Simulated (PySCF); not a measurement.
**Atomic charges by several schemes**

C3H4N (charge -1).
Geometry (GFN2-xTB, Å), atoms numbered from 1 in this order:
```xyz
8
C3H4N angstrom
C     -0.9248   -0.2488   -0.0266
C      0.3612    0.4166    0.3724
C      1.5404    0.0422   -0.1703
N      2.5968   -0.3303   -0.5347
H     -1.4692    0.2555   -0.8567
H     -0.7327   -1.2742   -0.3535
H     -1.6368   -0.2962    0.8141
H      0.2740    1.4446    0.7307
```

Density: PBE0/pcSseg-1 (PySCF); schemes: Mulliken, IAO, Hirshfeld and ESP-fitted. Isolated species at its GFN2-xTB geometry, gas phase. The pcSseg-1 basis has no diffuse functions, a weakness for an anion. The HOMO energy is positive at this level (+1.10 eV), so the outermost electrons may be held by the finite basis alone.

Task: Atoms with like bonding are taken together and averaged. Which atoms carry the lowest charge in the Mulliken, IAO, Hirshfeld and ESP-fitted schemes?

Result: The schemes don't all agree: Mulliken C2 (-0.481); IAO N4 (-0.549); Hirshfeld N4 (-0.475); ESP-fitted C2 (-1.068).

Task: Do the Mulliken, IAO, Hirshfeld and ESP-fitted schemes agree on where the charge is highest?

Result: The schemes don't all agree: Mulliken H5/H6/H7 (+0.057); IAO H8 (+0.096); Hirshfeld H5/H6/H7 (-0.004); ESP-fitted C3 (+0.566).

Task: At which atom do the 4 schemes differ most?

Result: At C2: from -1.068 (ESP-fitted) to -0.270 e (Hirshfeld), 0.798 e apart.

Task: Give the atomic charges in each scheme.

Result: In e; atoms taken as equivalent share a row and are averaged (×n: the atom named and its like, n in all):

```tsv
atom	environment	Mulliken	IAO	Hirshfeld	ESP-fitted
C1	methyl carbon	-0.238	-0.379	-0.155	+0.343
C2	carbon bonded to 2 C and H	-0.481	-0.545	-0.270	-1.068
C3	carbon bonded to C and N	-0.019	+0.095	-0.060	+0.566
N4	nitrogen bonded to C	-0.473	-0.549	-0.475	-0.813
H5/H6/H7	methyl hydrogen	+0.057	+0.094	-0.004	-0.079
H8	hydrogen on C2	+0.039	+0.096	-0.028	+0.208
```

Mean size of the charges over all atoms: ESP-fitted 0.404 e, IAO 0.243 e, Mulliken 0.178 e, Hirshfeld 0.128 e. Each set sums to the total charge, -1, to within 0.001 e. The Mulliken scheme gives each basis function's population to the atom it is centred on and halves the overlap population of two atoms between them.

Some averages cover members that differ in this geometry: H5/H6/H7, ESP-fitted -0.110 to -0.038; H5/H6/H7, IAO +0.069 to +0.118; H5/H6/H7, Hirshfeld -0.018 to +0.012; H5/H6/H7, Mulliken +0.044 to +0.072 e.

Task: Sum the charges by element, for elements with more than one atom.

Result: 
```csv
element,atoms,Mulliken,IAO,Hirshfeld,ESP-fitted
C,3,-0.738,-0.829,-0.486,-0.160
H,4,+0.211,+0.377,-0.039,-0.028
```

Task: How many electrons does the IAO scheme count on C1?

Result: Z − q = 6 − (-0.379) = 6.379.
